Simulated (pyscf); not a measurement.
**Four-centre exchange: H₃C–Al(CH₃)–CH₃ (SMILES [CH3][Al]([CH3])[CH3]) + NH₃ (SMILES N) -> CH₄ (SMILES C) + H₃C–Al(CH₃)–NH₂ (SMILES [CH3][Al]([CH3])[NH2])**

Gas phase, singlet surface, charge 0. Bonds broken: C1–Al2, N14–H15. Bonds formed: C1–H15, Al2–N14. Optimised with ωB97X-D3(BJ)/def2-SVP in PySCF.

Transition state (Å):

```xyz
17

C      0.4798     1.1474    -0.9466
Al    -1.1070     0.3716     0.3470
C     -2.4751    -0.4289    -0.8078
C     -1.4608     1.7235     1.7228
H      0.7852     0.6727    -1.8931
H     -0.3354     1.8476    -1.2234
H      1.3000     1.7882    -0.5843
H     -2.0410    -1.1038    -1.5660
H     -3.0589     0.3347    -1.3508
H     -3.1988    -1.0230    -0.2217
H     -1.9733     2.6104     1.3110
H     -0.5352     2.0807     2.2070
H     -2.1112     1.3247     2.5217
N      0.2830    -0.8767     0.8504
H      0.6321     0.0368    -0.0653
H      0.2788    -1.8452     0.5353
H      0.7638    -0.8163     1.7462
```

One imaginary mode, 1504i cm⁻¹; descent along it reached the two sides named, in the forms told below.

```tsv
bond	change	reactant side (Å)	saddle	product side
C1–Al2	breaks	1.985	2.189	3.2
N14–H15	breaks	1.022	1.340	2.8
C1–H15	forms	3.3	1.426	1.101
Al2–N14	forms	2.092	1.935	1.786
```

Electronic energies relative to the separated reactants (kJ/mol):

```json
[
 {"level": "ωB97X-D3(BJ)/def2-TZVP", "barrier": "15.0", "reaction energy": "-105.4", "reverse barrier": "120.4"},
 {"level": "PBE/def2-TZVP", "barrier": "8.5", "reaction energy": "-102.3", "reverse barrier": "110.7"},
 {"level": "r²SCAN/def2-TZVP", "barrier": "2.4", "reaction energy": "-109.1", "reverse barrier": "111.5"},
 {"level": "B3LYP-D3(BJ)/def2-TZVP", "barrier": "17.6", "reaction energy": "-109.8", "reverse barrier": "127.4"},
 {"level": "PBE0-D3(BJ)/def2-TZVP", "barrier": "6.3", "reaction energy": "-102.4", "reverse barrier": "108.7"},
 {"level": "M06-2X/def2-TZVP", "barrier": "12.4", "reaction energy": "-112.2", "reverse barrier": "124.6"},
 {"level": "ωB97M-D3(BJ)/def2-TZVP", "barrier": "19.9", "reaction energy": "-106.1", "reverse barrier": "126.0"},
 {"level": "HF/def2-TZVP", "barrier": "85.0", "reaction energy": "-115.2", "reverse barrier": "200.2"}
]
```

With ωB97M-D3(BJ)/def2-TZVP energies and thermal terms (ideal gas, 1 atm, RRHO with modes under 100 cm⁻¹ raised to 100, one conformer, R ln 2 for chiral ones without a mode under 150 cm⁻¹), in kJ/mol:

| T (K) | ΔH‡ | ΔG‡ | ΔH | ΔG |
|---|---|---|---|---|
| 298 | 13.3 | 60.6 | -104.8 | -97.5 |
| 600 | 14.8 | 108.2 | -105.5 | -89.9 |
| 900 | 18.0 | 154.3 | -105.9 | -81.9 |
| 1200 | 21.5 | 199.2 | -106.0 | -73.9 |

On the reactant side the descent ends in an adduct with a Al–N contact (not fully relaxed), 115.7 kJ/mol under the separated species and 130.7 kJ/mol under the saddle at ωB97X-D3(BJ)/def2-TZVP. What is counted as formed (Al–N) is already present as a longer contact in the reactant adduct; forming that adduct is a step of its own. At the saddle there is also a short Al–H contact that neither side keeps. This is the saddle that the search found; another between the same sides may lie lower.
